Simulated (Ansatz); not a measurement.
Input file:

```yaml
crystal:
  periodic: [false, false, false]
  atoms:
    - {symbol: Si, position_ang: [0.000000, -0.029760, 0.504488]}
    - {symbol: N, position_ang: [0.000000, 0.114205, -1.081764]}
    - {symbol: H, position_ang: [0.000000, -1.262006, 1.342706]}
    - {symbol: H, position_ang: [0.000000, 1.204545, 1.315030]}
    - {symbol: H, position_ang: [0.000000, -0.700331, -1.682342]}
basis:
  gaussian: {orbitals: cc-pVDZ}
magnetization: {spin_polarized: true, initial_magnetization: 0}
hamiltonian: {xc: {name: wB97M-V}}
output: {forces: true, orbitals: {seedname: orbitals}}
```

```sh
$ ansatz run in.yaml --threads 1 --pin off --events-out ev --progress --plain --max-ram 4096MiB --backend cpu
```

The program prints:

```
  # Of w^i u^j: cxij and so on, Table III.
  gx(w, u) = 1 - cx + cx01*u + cx10*w
  gss(w, u) = css00 + css04*u^4 + css10*w + css20*w^2 + css43*w^4*u^3
  gos(w, u) = cos00 + cos10*w + (cos20 + cos21*u)*w^2 + (cos60 + cos61*u)*w^6
      + integral(e_c_pw_mod_opposite_spin*gos(b97_w_opposite, b97_u_opposite)) + vv10(b, c)
449 factors; integrals over basis functions are off by at most 1.2e-3 eV
153 factors; integrals over basis functions are off by at most 8.1e-6 eV
mean field evaluation 1: about -9407.3886 eV, gradient 3.7e1 eV
mean field evaluation 2: about -9398.4930 eV, gradient 5.6e1 eV
mean field evaluation 4: about -9413.6051 eV, gradient 7.1e-1 eV
mean field evaluation 8: about -9413.6643 eV, gradient 8.5e-2 eV
mean field evaluation 16: about -9413.6644 eV, gradient 2.9e-5 eV
mean field -9413.66438356 eV, -345.9457852848 hartree, gradient 3.0e-6 eV, S^2 0.000000; 0 other end points of the search recorded, 0 dependent functions left out
the calculation of the forces begins
reference -9413.66441719 eV, -345.9457865210 hartree; 12, 12 occupied and 35, 35 virtual orbitals, 449 factors
Total energy: -9413.66441719 eV, -345.9457865210 hartree
Atom 0 at     0.000000    -0.029760     0.504488 Å, force     0.000000    -0.168416     0.599683 eV/Å
Atom 1 at     0.000000     0.114205    -1.081764 Å, force     0.000000     0.456976    -0.515317 eV/Å
Atom 2 at     0.000000    -1.262006     1.342706 Å, force     0.000000    -0.052823     0.043964 eV/Å
Atom 3 at     0.000000     1.204545     1.315030 Å, force    -0.000000     0.085080     0.022933 eV/Å
Atom 4 at     0.000000    -0.700331    -1.682342 Å, force    -0.000000    -0.320817    -0.151264 eV/Å
Dipole moment:    -0.000000    -0.277343     0.348713 e Å
```

Forces (eV/Å):
```
Si   0.000 -0.168  0.600
N    0.000  0.457 -0.515
H    0.000 -0.053  0.044
H    0.000  0.085  0.023
H    0.000 -0.321 -0.151
```

Ran on 1 thread of AMD EPYC 7R13, shared host: 4.4 s wall, 0.21 GiB peak host memory.
